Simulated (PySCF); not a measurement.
Species: C₃H₄ClF.
InChI=1S/C3H4ClF/c4-2-1-3(2)5/h2-3H,1H2/t2-,3+/m0/s1

Method used: EOM-IP-CCSD/aug-cc-pVDZ in PySCF, restricted Hartree–Fock reference, frozen core, non-relativistic, gas phase, PBE0-D3(BJ)/def2-SVP geometry.

The vertical ionisation energies are 10.28, 10.72, 12.00, 12.88, 13.85, 14.54, 15.45, 16.15 eV.

Q: Which Hartree–Fock orbital leads each hole, and what is its Koopmans value −ε?

A: 
| leading hole (HF orbital) | Koopmans (eV) | EOM-IP-CCSD (eV) | change (eV) | one-hole share |
| --- | --- | --- | --- | --- |
| HOMO | 11.12 | 10.28 | -0.84 | 0.96 |
| HOMO-1 | 11.62 | 10.72 | -0.90 | 0.96 |
| HOMO-2 | 13.08 | 12.00 | -1.08 | 0.95 |
| HOMO-3 | 14.13 | 12.88 | -1.25 | 0.95 |
| HOMO-4 | 14.80 | 13.85 | -0.95 | 0.96 |
| HOMO-5 | 16.00 | 14.54 | -1.46 | 0.95 |
| HOMO-6 | 17.37 | 15.45 | -1.92 | 0.95 |
| HOMO-7 | 18.76 | 16.15 | -2.61 | 0.94 |

Q: Does the order of the lines follow the orbital energies?

A: Yes, no two lines change places. The corrections run from -2.61 to -0.84 eV, with a mean of -1.38 eV over the 8 lines; no line lies above its Koopmans value. Koopmans values leave out both the relaxation of the orbitals and the change in correlation energy.

Q: At what kinetic energies would He I light (21.22 eV) eject these electrons?

A: 10.94 eV (HOMO), 10.50 eV (HOMO-1), 9.22 eV (HOMO-2), 8.34 eV (HOMO-3), 7.37 eV (HOMO-4), 6.68 eV (HOMO-5), 5.77 eV (HOMO-6), 5.07 eV (HOMO-7).

Q: What total energy has the lowest final state, and which wavelength reaches it?

A: E(CCSD) + ionisation energy = -675.66287 + 0.37764 = -675.28523 Eh, at the geometry of the initial state. The threshold wavelength is 1239.84 eV nm/10.28 eV = 120.6 nm.

One root was sought for each valence orbital with −ε under 21 eV, eight at most, so deeper holes and satellites are missing; no vibrational structure.

Time: 4.9 min of wall time. Hardware: one thread of an Arm Neoverse V1, shared host.
